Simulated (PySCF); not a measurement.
Structure problem from calculated spectra and properties.

Formula: C4H6O.

* Dipole: 4.10 D [PBE0/pcSseg-1]
* 1H NMR: chemical shifts (computed TMS as zero) by class: 9.73 (1 H), 6.82 (1 H), 6.32 (1 H), 2.20 (3 H) ppm [GIAO PBE0/pcSseg-1]
* 13C NMR: chemical shifts (computed TMS as zero) by class: 196.0 (1 C), 161.8 (1 C), 142.1 (1 C), 23.2 (1 C) ppm [GIAO PBE0/pcSseg-1]
* Rotational structure: rotational constants A, B, C: 33.214, 2.201, 2.091 GHz [GFN2-xTB]
* Couplings: largest of the computed one-bond spin–spin couplings (means over like bonds): 13C–1H +169.4, 13C–1H +162.8, 13C–1H +156.5, 13C–1H +133.6 (×3), 13C–13C +75.5, 13C–13C +59.0, 13C–13C +43.4, 17O–13C +32.2 Hz [B3LYP/pcJ-1, spin–dipole term left out]
* NMR, other nuclei: isotropic shieldings of nuclei other than C and H, by class: -357 (1 O) ppm [GIAO PBE0/pcSseg-1]

Gas-phase values; electronic properties from PySCF, density fitting. Levels stand in brackets. One conformer (not necessarily the lowest) at the GFN2-xTB geometry, without solvent, vibrations or thermal averaging. Each NMR value is the plain mean over a class of atoms that symmetry, rotation or inversion makes alike.

Task: What is the compound? Reason from the data.

Result: Numbering: `[CH3:1]/[CH:2]=[CH:3]/[CH:4]=[O:5]`. Its formula, C4H6O, gives 2 degrees of unsaturation: 0 rings and 2 π bonds in the structure found. 4 carbons fall into 4 classes; from least to most shielded: aldehyde carbon [C4] (196.0 ppm), alkene CH carbon [C2] (161.8 ppm), alkene CH carbon [C3] (142.1 ppm), allylic carbon [C1] (23.2 ppm). Hydrogen classes from least to most shielded: 1 H on an aldehyde carbon, C4 (9.73 ppm), 1 H on an alkene CH carbon, C2 (6.82 ppm), 1 H on an alkene CH carbon, C3 (6.32 ppm), 3 H on an allylic carbon, C1 (2.20 ppm). The other shieldings belong to: -357 ppm, aldehyde oxygen [O5]. The couplings run between: +169.4 Hz, aldehyde carbon [C4] and its hydrogen; +162.8 Hz, alkene CH carbon [C3] and its hydrogen; +156.5 Hz, alkene CH carbon [C2] and its hydrogen; +133.6 Hz, allylic carbon [C1] and its hydrogen (with 2 like pairs); +75.5 Hz, alkene CH carbon [C2] and alkene CH carbon [C3]; +59.0 Hz, alkene CH carbon [C3] and aldehyde carbon [C4]; +43.4 Hz, allylic carbon [C1] and alkene CH carbon [C2]; +32.2 Hz, aldehyde oxygen [O5] and aldehyde carbon [C4]. The optimised geometry has point group Cs and is an asymmetric top. Structure: (E)-crotonaldehyde, `C/C=C/C=O`. Computed isomers that give other values at the same levels: `C#COCC` (rotational constant A: 11.871 GHz; this holds for the one conformer computed); `O=C1CCC1` (13C chemical shifts (computed TMS as zero) by class: 213.8 (1 C), 48.6 (2 C), 10.1 (1 C) ppm); `C1=CCOC1` (13C chemical shifts (computed TMS as zero) by class: 134.2 (2 C), 82.0 (2 C) ppm). The assignments are read from this structure; whether some other isomer fits the data as well wasn't checked.

Shape of the structure used: `[CH3:1]/[CH:2]=[CH:3]/[CH:4]=[O:5]`: C2–C3–C4–O5 180°.
